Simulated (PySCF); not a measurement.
# C₅H₇F: geometry, NMR shifts, spin-spin couplings and electronic excitations

Wanted: the NMR shifts, spin-spin couplings and electronic excitations of C₅H₇F (`F[C@H]1C=CCC1`), by calculation.

Computed with PySCF 2.14.0, with density-fitted response routines of our own, on a single molecule in the gas phase. Atoms count from 0, in the outputs and in this text.

## (1) The starting structure

13 atoms, charge 0, multiplicity 1; geometry from: MMFF94s.

Bonds of the start (Å): F0–C1 1.36, C1–C2 1.49, C2–C3 1.34, C3–C4 1.49, C4–C5 1.53, C5–C1 1.53, C1–H6 1.09, C2–H7 1.08, C3–H8 1.08, C4–H9 1.09, C4–H10 1.09, C5–H11 1.10, C5–H12 1.09.

## (2) Optimising the geometry at PBE0-D3(BJ)/def2-SVP

The job: settings as JSON, then the geometry in Å.

```
{"job": {"xc": "PBE0", "basis": "def2-SVP", "d3": "d3bj", "grid": 1, "kind": "geom"}, "charge": 0, "multiplicity": 1}
F     -0.330564     1.951040     0.889567
C     -0.004463     1.215957    -0.204165
C      1.263964     0.468714     0.033608
C      1.038020    -0.822661     0.298997
C     -0.423084    -1.132130     0.286422
C     -1.027036     0.098803    -0.392624
H      0.045429     1.877586    -1.072942
H      2.235784     0.939961     0.027507
H      1.803667    -1.547213     0.540267
H     -0.794711    -1.252331     1.309267
H     -0.642347    -2.041448    -0.280686
H     -1.159119    -0.108094    -1.462514
H     -2.005541     0.351814     0.027297
```

Command:

```console
$ OMP_NUM_THREADS=1 python probes_run.py task.json out
```

The driver reads the jobs from task.json and runs them one after another.

**Question.** This job is followed by: GIAO PBE0/pcSseg-1 NMR shielding, non-relativistic, gas phase; B3LYP/pcJ-1 indirect spin-spin coupling, non-relativistic, gas phase; TDDFT PBE0/def2-SVPD, vertical, gas phase, core orbitals frozen in the response; GIAO CAM-B3LYP/pcSseg-2 NMR shielding, non-relativistic, gas phase. What will the session give for the following? point group; rotational constants (main isotopes); 13C shifts against TMS (PBE0/pcSseg-1); 1H shifts against TMS (PBE0/pcSseg-1); 19F shifts against CFCl3 (PBE0/pcSseg-1); largest coupling of the table (B3LYP/pcJ-1); lowest singlet (PBE0/def2-SVPD); lowest triplet; vertical ionisation energy (ΔSCF); range of the shift of F0.

**Answer**, as computed:

```
                                   quantity                                         value
                                point group                                            C1
       rotational constants (main isotopes)                          6.10, 3.55, 2.73 GHz
     13C shifts against TMS (PBE0/pcSseg-1)            149.5, 138.5, 96.6, 34.1, 34.0 ppm
      1H shifts against TMS (PBE0/pcSseg-1)  6.39, 6.22, 5.32, 2.67, 2.16, 2.07, 1.74 ppm
   19F shifts against CFCl3 (PBE0/pcSseg-1)                                    -184.7 ppm
largest coupling of the table (B3LYP/pcJ-1)                      1J(F,C) F0–C1, -233.6 Hz
            lowest singlet (PBE0/def2-SVPD)                   6.95 eV (178 nm), f = 0.215
                             lowest triplet                                       4.22 eV
          vertical ionisation energy (ΔSCF)                                       9.75 eV
                   range of the shift of F0                          -184.7 to -176.6 ppm
```

Relaxing lowered the energy by 0.059 eV in 5 steps; the close pair that moved most is F0–C1, from 1.358 to 1.389 Å. At PBE0/pcSseg-1: Shielding is most anisotropic at C3 (span 220 ppm, paramagnetic term -220 ppm). In the run at B3LYP/pcJ-1, the largest coupling of the table is F0–C1, -233.6 Hz, of which the Fermi-contact term gives -282.6 Hz. Couplings across rotatable bonds belong to this one conformer; where others are populated, the observed values are averages. The lowest singlet, at 6.95 eV, is HOMO→LUMO 0.86 and is bright. The lowest triplet lies 2.73 eV below the lowest singlet (triplets in Tamm-Dancoff, singlets in full TDDFT). ΔSCF puts the ionisation energy at 9.75 eV, 2.14 eV above −ε(HOMO). In ppm, F0 moves most: its shift spreads over 8.2 ppm, from -184.7 (PBE0/pcSseg-1) to -176.6 (CAM-B3LYP/pcSseg-2). Most of that comes from the computed reference, not from the atom's own shielding.
